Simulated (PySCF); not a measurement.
# Choosing a basis for TDDFT

Compound: 1,2-dimethoxyethane, C₄H₁₀O₂.
Z-matrix (Å and degrees, PBE0-D3(BJ)/def2-SVP geometry), rows numbered from 1:
```
C 
O   1  1.3917
C   2  1.3940  1  113.44
C   3  1.5107  2  108.24  1  -179.73
O   4  1.3940  3  108.24  2   180.00
C   5  1.3917  4  113.44  3   179.73
H   1  1.1086  2  112.02  3    60.61
H   1  1.0991  2  108.03  3  -179.97
H   1  1.1086  2  112.04  3   -60.54
H   3  1.1096  2  111.59  1    59.99
H   3  1.1096  2  111.58  1   -59.45
H   4  1.1096  3  109.28  2   -58.30
H   4  1.1096  3  109.28  2    58.29
H   6  1.0991  5  108.03  4   179.97
H   6  1.1086  5  112.04  4    60.54
H   6  1.1086  5  112.02  4   -60.61
```

TDDFT with PBE0 (PySCF), vertical singlets, core orbitals frozen in the response, spherical d and f functions. Geometry: PBE0-D3(BJ)/def2-SVP, one conformer, isolated molecule.

Question: How do the low singlets change with the basis? Take 6-31G*, 6-31+G*, def2-SVP, def2-SVPD, aug-cc-pVDZ and def2-TZVP.

Answer: 

```
      basis  functions  diffuse  S1 (eV)  S2 (eV)  S3 (eV)  S4 (eV)  S5 (eV)  LUMO (eV)  α (au)
     6-31G*        104       no     8.31     8.43     8.95     9.05     9.69       2.70    51.7
    6-31+G*        128      yes     6.89     6.93     7.32     7.37     7.45       0.65    57.3
   def2-SVP        134       no     7.89     7.91     8.37     8.37     9.06       2.03    53.3
  def2-SVPD        206      yes     7.07     7.12     7.58     7.64     7.97       0.82    62.8
aug-cc-pVDZ        228      yes     6.41     6.49     6.86     6.94     7.08       0.02    64.5
  def2-TZVP        246       no     7.44     7.45     7.90     7.94     8.33       1.37    60.6
```

States are compared by their number. Against the largest diffuse basis here (aug-cc-pVDZ, itself not a converged limit), sets without diffuse functions differ by up to 1.90 eV in S1 and 2.60 eV in S5; the smaller diffuse sets differ by up to 0.66 and 0.88 eV. State by state, the largest deviation of a set without diffuse functions is S1 1.90, S2 1.94, S3 2.08, S4 2.10, S5 2.60 eV. The same number needn't mean the same state in each row. Against aug-cc-pVDZ the polarisability deviates by -20% in 6-31G*, -11% in 6-31+G*, -17% in def2-SVP, -3% in def2-SVPD, -6% in def2-TZVP. A single + in a Pople set puts diffuse functions on heavy atoms only.
